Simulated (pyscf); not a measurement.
Optimised with ωB97X-D3(BJ)/def2-SVP in PySCF.

### Question
Estimate by transition-state theory the rate constant of [HO–V(Cl)(Cl)–Cl]• + hydrogen chloride (HCl) → [Cl–V(Cl)(Cl)–Cl]• + water (H₂O) (doublet surface; O–V, Cl–H broken, Cl–V, H–O formed) at 900 K, with ωB97M-D3(BJ)/def2-TZVP energies (ideal gas, 1 atm, RRHO with modes under 100 cm⁻¹ raised to 100, one conformer, R ln 2 for chiral ones without a mode under 150 cm⁻¹; no tunnelling).

### Answer
The electronic barrier is 9.9 kcal/mol and the thermal terms add +31.9, so ΔG‡ = 41.8 kcal/mol. With k_BT/h = 1.88e+13 s⁻¹ and RT = 1.788 kcal/mol, and a volume of 1.23e-19 cm³ per molecule at 1 atm, k = 1.6e-16 cm³ molecule⁻¹ s⁻¹. Wigner's tunnelling factor for 1011i cm⁻¹ would be 1.11. A shift of 1 kcal/mol in the barrier changes k by a factor 1.7. On the product side the descent ends in an adduct with a O–V contact, 11.0 kcal/mol under the separated species and 21.2 kcal/mol under the saddle at ωB97X-D3(BJ)/def2-TZVP. What is counted as broken (O–V) persists as a longer contact in the product adduct; parting that adduct is a step of its own. At ωB97X-D3(BJ)/def2-TZVP the barrier from the zero used here is 7.0 kcal/mol. One saddle was located; it need not be the lowest between these sides. Open-shell species with a d-block atom are single-reference here; other states, and whether the spin sits on metal or ligand, were not checked.
